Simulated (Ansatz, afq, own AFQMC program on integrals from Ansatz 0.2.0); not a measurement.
# SiPH₅, singlet: energetics from AFQMC and coupled cluster

```yaml
atoms:
  - { symbol: Si, position_ang: [-0.6313, -0.3589, -0.3893] }
  - { symbol: P, position_ang: [1.0936, -0.0115, 1.0412] }
  - { symbol: H, position_ang: [-1.8574, -0.6227, 0.4221] }
  - { symbol: H, position_ang: [-0.3185, -1.5717, -1.2034] }
  - { symbol: H, position_ang: [-0.8968, 0.7884, -1.3105] }
  - { symbol: H, position_ang: [0.6451, 1.2925, 1.4175] }
  - { symbol: H, position_ang: [1.9653, 0.4839, 0.0224] }
```

Geometry: a PBE0/def2-SVP stationary point, not shown to be a minimum. Basis def2-TZVP. Only valence electrons are correlated. Ansatz 0.2.0 and our own AFQMC program on the same integrals; the CISD trial comes from CCSD amplitudes, and released means the phaseless constraint is let go. ± is one standard error of the sampling.

Best estimates are CCSD(T) at the basis-set limit (def2-TZVPP/QZVPP) plus the step from CCSD(T) to the highest rung at hand in def2-TZVP, named in the table (released AFQMC can keep some 10 meV of bias). Fragments are relaxed and keep their bonds. No zero-point, core-correlation or spin–orbit terms. Other levels are in def2-TZVP; a dash marks a level that is missing or breaks spin symmetry for a member.

Cautions: SiPH₄ (doublet): its ph-AFQMC/CISD value lies 24 ± 6 meV above CCSDT(Q).

```
                                      process  B3LYP (kcal/mol)
       Si1–H5 → SiPH4 (doublet) + H (doublet)              91.4
Si1–P2 → SiH3 (doublet; SiH3) + PH2 (doublet)              68.6
                                to free atoms             455.1
```

Problem. From these values, estimate the best estimates.

Solution. 
| process | best estimate (kcal/mol) | highest rung |
| --- | --- | --- |
| Si1–H5 → SiPH4 (doublet) + H (doublet) | 93.8 | CCSDT(Q) |
| Si1–P2 → SiH3 (doublet; SiH3) + PH2 (doublet) | 75.0 | CCSDT(Q) |
| to free atoms | 457.7 | CCSDT(Q) |

Errors against the best estimates in kcal/mol, in the same order:

```
        level    error, 1    error, 2     error, 3
          MP2        -5.2        -1.7        -33.9
      CCSD(T)        -2.9        -3.8        -22.9
ph-AFQMC/CISD  -2.4 ± 0.2  -3.6 ± 0.1  -22.4 ± 0.1
  CCSD(T)/CBS         0.1         0.0         -0.1
          PBE        -6.5        -2.9         -8.7
       r2SCAN        -5.1        -5.2         -3.3
         PBE0        -5.2        -3.2         -9.7
        B3LYP        -2.4        -6.4         -2.6
      wB97M-V         0.3         0.9          1.9
       B2PLYP        -2.6        -4.4        -10.4
```

Cost at the first geometry (cards were shared with other jobs): PBE0/def2-TZVP, 2.7 s on 1 thread of AMD EPYC 7R13 Processor (Zen 3) (shared host); RCCSD(T)/def2-TZVP, 4.4 s on 1 × NVIDIA H100 80GB HBM3 with 1 thread of AMD EPYC 7R13 Processor (Zen 3) (shared host); CCSDT(Q), 15 s on 1 × NVIDIA H100 80GB HBM3 with 1 thread of AMD EPYC 7R13 Processor (Zen 3), on a shared host; ph-AFQMC/CISD with release, 71 s on 1 × NVIDIA H100 80GB HBM3 with 2 threads of AMD EPYC 7R13 Processor (Zen 3) (shared host).

Best estimates are given only where the step beyond CCSD(T) is under 0.3 eV and no member's determinant is very poor (T1 over 0.05, or 0.07 for open shells, ⟨S²⟩ too high by 0.3, two states mixed), so the hardest cases are missing from such tables.

The functionals ran in a triple-zeta set and keep a basis error of their own, a few kJ/mol for each bond in atomization energies and more for double hybrids, so close places among them and the extrapolated levels can swap.

CCSDT and higher add their correlation energy to the determinant of the CCSD(T) run, since their own runs factorise the integrals more tightly (a shift of under 2 meV). Each member of a difference takes its own highest rung, so a best estimate needn't equal the limit plus the step of one row.
